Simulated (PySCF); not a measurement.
# ClF, singlet: reading a ladder of total energies

Geometry: MP2(full)/6-31G*, from the G2/97 set.

| atom | x (Å) | y (Å) | z (Å) |
| --- | --- | --- | --- |
| F | 0.0000 | 0.0000 | 0.0000 |
| Cl | 0.0000 | 0.0000 | 1.6591 |

Basis 6-31G; PySCF 2.14.0. Correlated methods freeze the noble-gas cores, which leaves 14 electrons in 16 orbitals. Prefix R: restricted or restricted open-shell reference.

Full CI isn't at hand for all of this; RCCSDT(Q) serves as the reference, and is uncertain by about the last step of the cluster series.

| level | total energy (hartree) |
| --- | --- |
| RHF | -558.777678 |
| RMP2 | -558.951419 |
| RCCSD | -558.957778 |
| RCCSD(T) | -558.960372 |
| RCCSDT | -558.960572 |
| RCCSDT(Q) | -558.961250 |

Task: What is the correlation energy at RCCSDT(Q), and what share of it do RMP2 and RCCSDT recover?

Result: E(corr) = -558.961250 − (-558.777678) = -0.183572 hartree = -4.995 eV. RMP2: -0.173741 / -0.183572 = 94.64 %. RCCSDT: -0.182894 / -0.183572 = 99.63 %.

Task: By how many kcal/mol does RCCSD(T) miss RCCSDT(Q) (1 hartree = 627.509 kcal/mol), and which steps make up the rest?

Result: -558.960372 − (-558.961250) = 0.000878 hartree = 0.55 kcal/mol. Steps: RCCSDT − RCCSD(T) = -0.13, RCCSDT(Q) − RCCSDT = -0.43 kcal/mol. That is within 1 kcal/mol of the reference in this basis, which itself misses far more of the correlation at the basis-set limit.
